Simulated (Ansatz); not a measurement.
Born–Oppenheimer molecular dynamics of ClFHSi (4 atoms, charge 1, multiplicity 1). It goes on from the last frame of an earlier run, with new velocities.

All numbers below come from RKS PBE0-D4/STO-3G (Ansatz).

```json
{"ensemble": "NVE (velocity Verlet)", "time step": "0.5 fs", "steps asked": "400", "starting velocities drawn for": "700 K", "masses": "H 2.014 u", "seed": "496982"}
```

First frame:

```xyz
4
Properties=species:S:1:pos:R:3
F 1.378 0.012 0.859
Si -0.004 -0.161 -0.012
Cl -0.858 1.614 -0.463
H -0.515 -1.553 -0.391
```

Question: How far do the bonds stretch over the last three quarters of this one trajectory? (Pairs bonded in most of those frames.)

Answer: 
```csv
bond,mean (Å),spread (Å),shortest,longest
F1–Si2,1.598,0.050,1.52,1.68
Si2–Cl3,2.029,0.026,1.98,2.08
Si2–H4,1.481,0.073,1.36,1.59
```

Mean temperature of the second half: 575 K. The conserved energy stayed within 0.21 meV per atom of its start (net change -0.13 meV per atom), so the integration is sound. A run of 0.2 ps of so small a system gives no equilibrium averages. Limits of this set-up: minimal basis, the dipole of an ion depends on the origin.

Time of the run: 2.8 min on 1 CPU thread of a shared host.
